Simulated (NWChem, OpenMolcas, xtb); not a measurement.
## How methods differ on HCl (SMILES Cl)

HCl: 2 atoms, total charge 0, spin state singlet. As SMILES, `Cl`. The coordinates come from a PBE0-D4/def2-TZVP relaxation.

| atom | x (Å) | y (Å) | z (Å) |
| --- | --- | --- | --- |
| Cl | 0.5460 | -0.1785 | 0.2808 |
| H | -0.5460 | 0.1785 | -0.2808 |

Each level gives the dipole moment (D). The values are calculated.

Measured value to compare with: NIST CCCBDB; in doubt: newer work gives another value gives the dipole moment of the gas as 1.08 D.

```
                level                    kind     program  value (D)  computed − measured   CPU time
             GFN1-xTB          semi-empirical         xtb       1.83                +0.75  under 2 s
       HF/def2-TZVPPD            Hartree–Fock  OpenMolcas       1.19                +0.11      3.2 s
    SVWN5/def2-TZVPPD                     LDA  OpenMolcas       1.11                +0.03        5 s
     BLYP/def2-TZVPPD                     GGA  OpenMolcas       1.05                -0.03      6.1 s
    M06-L/def2-TZVPPD                meta-GGA  OpenMolcas       1.11                +0.03      7.2 s
    BHLYP/def2-TZVPPD           global hybrid  OpenMolcas       1.14                +0.06      6.3 s
CAM-B3LYP/def2-TZVPPD  range-separated hybrid      NWChem       1.13                +0.05       20 s
```

Nearest: SVWN5/def2-TZVPPD (+0.03 D), BLYP/def2-TZVPPD (-0.03 D), M06-L/def2-TZVPPD (+0.03 D); farthest: GFN1-xTB (+0.75 D). The measured dipole is a vibrational average, so differences of a few hundredths of a debye mean little. Computed less measured by kind, in D (def2-TZVPPD rows): semi-empirical +0.75; Hartree–Fock +0.11; LDA +0.03; GGA -0.03; meta-GGA +0.03; global hybrid +0.06; range-separated hybrid +0.05. Magnitudes only. Times are those of the runs behind each value, whatever else they computed, on shared processors of several kinds: orders of magnitude only.
